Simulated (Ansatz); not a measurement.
**V$_{2}$O$_{5}$ (C2/m)**

Theory: Ansatz 0.2.0, DFT r2SCAN, scalar-relativistic, plane waves, PAW.

Cutoff 500 eV; k points 8×8×4 on the computed 21-atom cell (Γ-centred); Gaussian smearing, width 0.02 eV; no spin polarisation.

The structure is relaxed at this level of theory with its symmetry kept. This form isn't the usual stable structure of the compound.

```
V O
1.0
     7.72373   -1.78251    0.02777
     7.72373    1.78251    0.02777
    -3.59380    0.00000    9.49584
V O
6 15
Direct
  0.11706 0.11706 0.11460
  0.88294 0.88294 0.88540
  0.29075 0.29075 0.41398
  0.33985 0.33985 0.11131
  0.66015 0.66015 0.88869
  0.70925 0.70925 0.58602
  0.18253 0.18253 0.94382
  0.11222 0.11222 0.26724
  0.24384 0.24384 0.57439
  0.36371 0.36371 0.92579
  0.26720 0.26720 0.22348
  0.39787 0.39787 0.47915
  0.44039 0.44039 0.22004
  0.55961 0.55961 0.77996
  0.00000 0.00000 0.00000
  0.60213 0.60213 0.52085
  0.73280 0.73280 0.77652
  0.63629 0.63629 0.07421
  0.75616 0.75616 0.42561
  0.88778 0.88778 0.73276
  0.81747 0.81747 0.05618
```

| Item | Value |
| --- | --- |
| Space group | C2/m (No. 12) |
| Volume per atom | 84.1 bohr³ |
| Formation energy from the elements' standard states (uncorrected) | -2.443 eV/atom |
| Generalised Kohn–Sham band gap | 1.77 eV, indirect from (0.219, -0.219, -0.500) to Y2 (the valley at M2 lies within 0.03 eV, so the order isn't resolved) |
| Löwdin character of the top 1 eV of the valence band | O 2p 94 % |
| Löwdin character of the lowest 1 eV of the conduction band | V 3d 85 %, O 2p 13 % |
| Electron masses at the edge by Cartesian direction of the standard setting (m_e; degenerate bands sorted by energy; no spin-orbit coupling) | x: 3.5; y: 0.70; z: over 30 |
| Hole masses at the edge by Cartesian direction of the standard setting (m_e; degenerate bands sorted by energy; no spin-orbit coupling) | x: 4.7; y: 2.5; z: 28 |

A ferromagnetic start lost its moments in a first run, so spin was left out; other magnetic orders weren't tried.

Cost: 3 runs of about 32 core-minutes in all, on Oxide Virtual Turin-like Processor (Zen 5) (shared hosts).